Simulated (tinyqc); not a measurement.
RHF in the sto-3g basis, for LiH, spin multiplicity 1, step by step. One step of it, computed by the program tinyqc.

Problem. Iteration 1: diagonalisation and new density. Diagonalise F' = X^T F X, C = X C', fill 2 alpha and 2 beta electrons from the bottom; D = 2 C_occ C_occ^T. Each column has its largest component positive (the first on a tie).

Fock matrix F (hartree):
```
            1Li 1s     1Li 2s    1Li 2px    1Li 2py    1Li 2pz      2H 1s
1Li 1s   -2.812392  -0.642208   0.086493   0.113078   0.072169  -0.116651
1Li 2s   -0.642208  -0.288499  -0.012958   0.015608  -0.100857  -0.230896
1Li 2px   0.086493  -0.012958  -0.079002   0.044492  -0.064375  -0.039207
1Li 2py   0.113078   0.015608   0.044492  -0.101624  -0.005535  -0.044520
1Li 2pz   0.072169  -0.100857  -0.064375  -0.005535  -0.095898  -0.255889
2H 1s    -0.116651  -0.230896  -0.039207  -0.044520  -0.255889  -0.293744
```

X:
```
            1Li 1s     1Li 2s   1Li 2px   1Li 2py    1Li 2pz      2H 1s
1Li 1s    1.023021  -0.127901  0.000000  0.000000  -0.003447   0.003496
1Li 2s   -0.127901   1.117892  0.000000  0.000000   0.120912  -0.291816
1Li 2px   0.000000   0.000000  1.000000  0.000000   0.000000   0.000000
1Li 2py   0.000000   0.000000  0.000000  1.000000   0.000000   0.000000
1Li 2pz  -0.003447   0.120912  0.000000  0.000000   1.153712  -0.371786
2H 1s     0.003496  -0.291816  0.000000  0.000000  -0.371786   1.247612
```

Give: F' = X^T F X; orbital energies; coefficients C; D after iteration 1.

Solution.

F' = X^T F X (hartree):
```
         1        2        3        4        5        6
1  -2.7813  -0.2995   0.0902   0.1135   0.0675   0.0271
2  -0.2995  -0.1188  -0.0219   0.0153  -0.0192  -0.1602
3   0.0902  -0.0219  -0.0790   0.0445  -0.0616  -0.0209
4   0.1135   0.0153   0.0445  -0.1016   0.0117  -0.0576
5   0.0675  -0.0192  -0.0616   0.0117   0.0393  -0.2374
6   0.0271  -0.1602  -0.0209  -0.0576  -0.2374  -0.1113
```

orbital energies (hartree): MO1 -2.8237, MO2 -0.3777, MO3 -0.1453, MO4 -0.0355, MO5 -0.0140, MO6 0.2434

coefficients C:
```
             MO1      MO2      MO3      MO4      MO5      MO6
1Li 1s    1.0013  -0.0850   0.0222  -0.2017  -0.0971   0.0510
1Li 2s   -0.0057   0.3662  -0.0928   0.7401   0.6048  -0.5564
1Li 2px  -0.0317   0.1750  -0.6019  -0.5373   0.5538   0.1032
1Li 2py  -0.0415   0.0891   0.7813  -0.4045   0.4489  -0.1213
1Li 2pz  -0.0151   0.3202  -0.1585  -0.2395  -0.3020  -1.0989
2H 1s    -0.0279   0.6005   0.2085  -0.1597  -0.3274   1.1146
```

D after iteration 1:
```
          1Li 1s   1Li 2s  1Li 2px  1Li 2py  1Li 2pz    2H 1s
1Li 1s    2.0195  -0.0736  -0.0931  -0.0983  -0.0846  -0.1579
1Li 2s   -0.0736   0.2683   0.1286   0.0658   0.2347   0.4401
1Li 2px  -0.0931   0.1286   0.0633   0.0338   0.1130   0.2120
1Li 2py  -0.0983   0.0658   0.0338   0.0193   0.0583   0.1094
1Li 2pz  -0.0846   0.2347   0.1130   0.0583   0.2055   0.3854
2H 1s    -0.1579   0.4401   0.2120   0.1094   0.3854   0.7227
```
